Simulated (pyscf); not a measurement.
A first-order saddle from PySCF, ωB97X-D3(BJ)/def2-SVP:

```xyz
7

B     -0.0518     1.2867     1.2536
O      1.7549     0.9761     3.2367
H      0.5294     1.4295     0.2037
B      0.4653     1.0120     3.1052
H      1.2056     1.1516     2.0137
H     -1.2544     1.3088     1.2494
H     -0.5056     0.9125     3.8252
```

Surface: singlet, charge 0. Lowest wavenumbers (cm⁻¹): 1749i, 165, 471, 482, 612.

**Question.** What reaction is this the transition state of?

**Answer.** H₂B–BH–OH <-> BH₃ + HB=O, an elimination read from left to right: B–B, H–O broken and B–H formed. At CCSD(T)/def2-TZVPP + ΔMP2(QZVPP) it lies +2.67 eV from the left side and +2.42 eV from the right (each side as separated species at their lowest minima found). The products may also form a dative adduct at BH₃; it and routes through it were not searched. At the saddle there is also a short B–H contact that neither side keeps. H₂B–BH–OH lies 1.45 eV over its isomer H₂B–O–BH₂ (electronic energy, ωB97M-D3(BJ)). This is the saddle that the search found; another between the same sides may lie lower. The CCSD(T) − MP2 part came from Ansatz, without density fitting, on the same reference.
